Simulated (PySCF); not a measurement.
Gas-phase reaction: B(CH3)3 ⇌ BH3 + C3H6 (propylene)

Energies from PySCF, thermal terms from the rigid-rotor harmonic-oscillator model, ideal gas at 1 bar. † marks an energy on the PBE0/def2-TZVP geometry and frequencies; other levels use their own. CCSD(T) freezes the core. All species are closed-shell singlets. CCSD(T) isn't extrapolated to the basis-set limit.

```csv
level,"ΔH°(298 K), kJ"
CCSD(T)/def2-SVP†,229
M06-2X/def2-TZVP†,238
PBE/def2-SVP,(withheld)
PBE/def2-TZVP†,248
PBE0/def2-SVP†,(withheld)
```

Task: Complete the blanks.

Result: 
- PBE/def2-SVP, ΔH°(298 K), kJ: 258
- PBE0/def2-SVP†, ΔH°(298 K), kJ: 266
